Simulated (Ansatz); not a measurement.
# BH2S2− (SMILES [S-]BS): functionals against CCSD(T) at one geometry

The task here is to estimate one member of a computed series from the others.

The runs use Ansatz 0.2.0, Gaussian basis; single points in def2-TZVPPD.

Correlated methods freeze the cores.

## The starting structure

5 atoms, charge -1, spin multiplicity 1.

Atoms are counted from 1 here; the program's logs count them from 0.

Bond lengths: S1–B2 1.680 Å, B2–S3 1.906 Å, B2–H4 1.190 Å, S3–H5 1.344 Å. Angles: S1–B2–S3 125.4°, S1–B2–H4 126.2°, S3–B2–H4 108.4°, B2–S3–H5 95.1°.

As a file:

```xyz
5
charge -1, multiplicity 1
S    -1.2089   -1.0548    0.8666
B    -0.5373   -0.0266   -0.2805
S     1.2414    0.6564   -0.2433
H    -1.0939    0.4288   -1.2289
H     1.5886    0.0214    0.8897
```

Set-up of the first run:

run/in.yaml

```yaml
crystal:
  periodic: [false, false, false]
  atoms:
    - {symbol: S, position_ang: [-1.208900, -1.054800, 0.866600]}
    - {symbol: B, position_ang: [-0.537300, -0.026600, -0.280500]}
    - {symbol: S, position_ang: [1.241400, 0.656400, -0.243300]}
    - {symbol: H, position_ang: [-1.093900, 0.428800, -1.228900]}
    - {symbol: H, position_ang: [1.588600, 0.021400, 0.889700]}
basis:
  gaussian: {orbitals: "def2-TZVPPD.json"}
total_charge: -1
correlation: {method: ccsd_t}
output: {forces: true}
```

The basis file named in the input lies beside it (Basis Set Exchange, JSON).

Started as:

```sh
$ ansatz run in.yaml --threads 4 --pin off --events-out ev --progress --plain --max-ram 5222MiB
```

Among the steps run: CCSD(T)/def2-TZVPPD; PBE0-D4/def2-TZVPPD; wB97M-V/def2-TZVPPD; r2SCAN-D4/def2-TZVPPD; PBE-D4/def2-TZVPPD; r2SCAN0-D4/def2-TZVPPD; CAM-B3LYP-D4/def2-TZVPPD.

One table of the session follows, with a row left open; its other results are not shown here.

```
      method  RMS force component (eV/Å)  angle to CCSD(T) forces (°)
     CCSD(T)                       0.632                    reference
     PBE0-D4                       0.557                          9.6
     wB97M-V                       0.536                          5.4
   r2SCAN-D4                       0.568                          6.0
      PBE-D4                           ?                            ?
  r2SCAN0-D4                       0.536                         10.2
CAM-B3LYP-D4                       0.517                          9.5
```

**Question.** Estimate the row for PBE-D4.

The run gave: RMS force component (eV/Å): 0.624; angle to CCSD(T) forces (°): 14.2. In the column «RMS force component (eV/Å)» it lies between r2SCAN-D4 (0.568) and CCSD(T) (0.632).
